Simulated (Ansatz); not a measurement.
Relaxation of C3H6OS (11 atoms, charge 0, multiplicity 1), to a largest force component of 0.015 eV/Å in at most 40 steps.

Level of theory: RKS PBE0-D4/6-31G* (Ansatz 0.2.0).

```xyz
11
Properties=species:S:1:pos:R:3:forces:R:3
C -0.931 0.057 -0.815 -2.32 3.23 -0.74
C 0.278 -0.561 -0.298 0.49 -0.98 1.72
C 0.971 0.347 0.644 3.16 1.71 0.65
O 0.576 0.433 1.898 -0.17 0.34 1.65
S 2.335 1.260 0.287 -0.59 -0.47 -0.61
H -0.744 1.041 -1.369 0.15 -1.22 0.62
H -1.637 0.362 -0.007 0.31 -0.43 -0.36
H -1.464 -0.554 -1.519 -0.33 -0.61 -0.33
H 0.942 -0.813 -1.089 0.81 -0.18 -0.66
H 0.030 -1.488 0.247 0.02 0.10 -0.05
H 1.226 1.053 2.437 -1.53 -1.47 -1.89
```

Problem. Where does it end, and by what steps?

Solution. It converged. After 13 steps the energy has fallen by 0.517 eV; H11 moved furthest, 0.27 Å.

| step | energy less start (eV) | largest force component (eV/Å) | accepted |
| --- | --- | --- | --- |
| 0 | 0.0000 | 3.227 | yes |
| 1 | -0.3926 | 1.946 | yes |
| 2 | -0.4879 | 0.957 | yes |
| 3 | -0.5044 | 0.639 | yes |
| 4 | -0.5083 | 0.442 | yes |
| 5 | -0.5158 | 0.069 | yes |
| 6 | -0.5162 | 0.024 | yes |
| 7 | -0.5165 | 0.039 | yes |
| 8 | -0.5168 | 0.045 | yes |
| 9 | -0.5166 | 0.093 | no |
| 10 | -0.5170 | 0.029 | yes |
| 11 | -0.5171 | 0.034 | yes |
| 12 | -0.5171 | 0.026 | yes |
| 13 | -0.5171 | 0.014 | yes |

```xyz
11
Properties=species:S:1:pos:R:3
C -0.971 0.108 -0.762
C 0.336 -0.546 -0.306
C 1.094 0.346 0.630
O 0.453 0.476 1.791
S 2.504 1.114 0.301
H -0.771 1.043 -1.295
H -1.618 0.328 0.092
H -1.510 -0.562 -1.439
H 0.973 -0.778 -1.161
H 0.113 -1.480 0.225
H 0.978 1.084 2.342
```

The run took 58 s on 1 thread of Arm Neoverse V2, with other jobs on the host, peak memory 0.19 GiB.
